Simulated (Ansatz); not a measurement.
Reaction (SMILES): C1=CC1 → 3 C atom + 4 H atom
B3LYP-D3(BJ)/def2-TZVP geometries, fixed; electronic energies without zero-point terms.

Basis-set convergence of the atomisation energy at PBE with Ansatz (a quantum-chemistry and plane-wave program). Cartesian d functions, on some or all atoms, in 6-31+G*; all else is spherical. The program fits the integrals of some runs and decomposes those of others, by size. Open shells are unrestricted. No added dispersion term, no relativity. Functions are those of the species that has most. Reference: the value in def2-QZVPPD, 701.39 kcal/mol, itself unsure by roughly 0.53 kcal/mol (its mean distance from pcseg-3, def2-QZVPP, cc-pVQZ). Deviations are taken from unrounded values.

```csv
basis,functions,atomisation energy (kcal/mol),minus reference (kcal/mol)
6-31G,35,687.26,-14.13
def2-SV(P),50,701.61,0.22
6-31+G*,65,694.94,-6.46
6-311G**,78,699.58,-1.82
def2-SVPD,92,709.77,8.38
"6-311++G(2d,2p)",121,698.89,-2.51
def2-TZVPD,147,701.05,-0.34
jun-cc-pV(T+d)Z,173,700.77,-0.63
def2-TZVPPD,179,701.88,0.49
"6-311++G(3df,3pd)",189,702.10,0.70
aug-cc-pVTZ,230,700.65,-0.74
cc-pVQZ,285,702.58,1.19
def2-QZVPPD,321,701.39,0.00
```

The smallest set listed that lies within 4 kcal/mol of the reference with all its larger relatives (same family, alike in diffuse functions; a set with none counts only in the reference's own line) is 6-311++G(2d,2p) (121 functions, -2.51 kcal/mol off). Inside the window by cancellation, since a larger relative falls out: def2-SV(P). Inside, with no larger relative to test it: 6-311G**, cc-pVQZ. (Relatives not listed, tested too: def2-SVP 6.39, def2-TZVP -0.48, def2-TZVPP 0.47, def2-QZVP 0.03, def2-QZVPP 0.03 kcal/mol.)
